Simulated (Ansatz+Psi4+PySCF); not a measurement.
A calculation with Ansatz (development build ahead of 0.2.0).

```yaml
crystal:
  periodic: [false, false, false]
  atoms:
    - { symbol: O, position_ang: [0.0, 0.0, 0.11926] }
    - { symbol: H, position_ang: [0.0, 0.76324, -0.47705] }
    - { symbol: H, position_ang: [0.0, -0.76324, -0.47705] }
basis:
  gaussian: { orbitals: cc-pVTZ }
hamiltonian:
  xc: hf
correlation:
  method: mp2
  frozen_orbitals: { H: 0, O: 1 }
output:
  forces: true
```

The input is written out in the form of the current development build from the run's settings.

Output:

| Item | Value |
| --- | --- |
| Converged | yes |
| Reference energy | -76.05614 hartree |
| Correlation energy | -0.26233 hartree |
| Total energy | -76.31847 hartree |
| Spin squared of the determinant | 0.000 |
| Stability test | minimum among restricted orbitals |
| Occupied orbitals by symmetry in an Abelian subgroup (alpha; beta) | 3 A1 1 B1 1 B2; 3 A1 1 B1 1 B2 |

Forces (eV/Å):
```
atom     Fx      Fy      Fz
  O1  0.000   0.000  -0.501
  H2  0.000  -0.437   0.250
  H3  0.000   0.437   0.250
```
